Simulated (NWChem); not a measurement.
**Total energies of H2Si (+1)**

```xyz
3

Si     0.0000     0.0000     0.0947
H      1.3103     0.0000    -0.6631
H     -1.3103     0.0000    -0.6631
```
Charge +1, spin multiplicity 2.

Everything below was run with NWChem. Structure: optimised with UPBE/def2-SVP, a minimum by its harmonic frequencies.

Basis set: 3-21G (17 functions).

```csv
method,total energy (Ha)
UHF,-288.19102
UMP2,-288.22615
UB2PLYP,-288.60211
UPBE,-288.57686
UB3LYP,-288.75748
UM06-2X,-288.69858
```

Total energies of different functionals aren't comparable as a measure of quality: only differences taken within one method are. 

The correlated methods keep 5 core orbitals frozen. B3LYP has NWChem's definition, with VWN1-RPA local correlation. This spin state was chosen for the runs; another may lie lower. The structure started from a generated list of species. The unpaired electrons of the parent sit in orbitals of symmetry a1 (C2v labels of the run); other states weren't searched. No SCF solution was tested for a lower state. Open-shell Hartree-Fock references start from PBE0 orbitals.
